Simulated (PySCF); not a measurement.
# C4H7FO: the cost of one run

Computed with PySCF 2.14.0, with density-fitted response routines of our own, on a single molecule in the gas phase. Atoms count from 0, in the outputs and in this text.

### Step 1. The molecule as given

13 atoms, charge 0, multiplicity 1; geometry from: PBE0-D3(BJ)/def2-SVP.

Bonds of the start (Å): C0–C1 1.51, C1–F2 1.38, C1–C3 1.51, C3–C4 1.46, C4–O5 1.41, O5–C3 1.41, C0–H6 1.10, C0–H7 1.10, C0–H8 1.10, C1–H9 1.10, C3–H10 1.10, C4–H11 1.10, C4–H12 1.10.

### Step 2. X-ray photoelectron lines: SCAN, X2C

Job settings and geometry (Å):

```
{"job": {"kind": "xps"}, "charge": 0, "multiplicity": 1}
C     -1.877746    -0.966900    -0.282274
C     -0.853042     0.135172    -0.186268
F     -1.103610     0.899879     0.936452
C      0.556375    -0.386117    -0.089420
C      1.682208     0.361659    -0.642859
O      1.148119    -0.762309    -1.310883
H     -1.832379    -1.608757     0.610960
H     -2.891189    -0.548623    -0.359335
H     -1.680829    -1.584103    -1.171464
H     -0.915515     0.794359    -1.070833
H      0.737489    -1.069689     0.753674
H      1.501613     1.332699    -1.122047
H      2.682493     0.229522    -0.211804
```

With the program's defaults for keys left out, this is: delta-SCF UKS SCAN, pcX-2 on the ionised atom, pcseg-1 elsewhere, spin-free X2C.

The run is started by

```bash
$ OMP_NUM_THREADS=1 python probes_run.py task.json out
```

The driver reads the jobs from task.json and runs them one after another.

**Question.** How long does this first job take on 1 thread of Arm Neoverse V2, shared host, and how much memory does it need?

About 41 s, with a peak of 0.54 GiB.
